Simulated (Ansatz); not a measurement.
Mulliken charges of C₂HFO (`O=C=CF`) from B3LYP/def2-TZVPP in Ansatz (PBE0-D4/def2-TZVP geometry).

| atom | x (Å) | y (Å) | z (Å) | charge (e) |
| --- | --- | --- | --- | --- |
| O1 | 0.656 | -1.320 | 1.316 | -0.125 |
| C2 | 0.280 | -0.547 | 0.538 | 0.203 |
| C3 | -0.115 | 0.361 | -0.329 | 0.002 |
| F4 | -1.118 | 0.097 | -1.187 | -0.201 |
| H5 | 0.347 | 1.334 | -0.379 | 0.121 |

Q: By hand: the dipole of these point charges (1 e Å = 4.8032 D).

A: Σ q r = (0.241, 0.197, 0.137) e Å, of length 0.340 e Å = 1.63 D.

Q: How does the dipole of the full density compare? (Estimate.)

A: Computed: (0.136, 0.240, 0.009) e Å, 1.33 D; the point charges give 1.23 times that, at 30° from its direction.

Point charges leave out the atoms' own dipoles, such as those of lone pairs, and Mulliken's split depends on the basis, so the two needn't agree.

B3LYP here is the variant with VWN-RPA as its local correlation; programs differ in this.
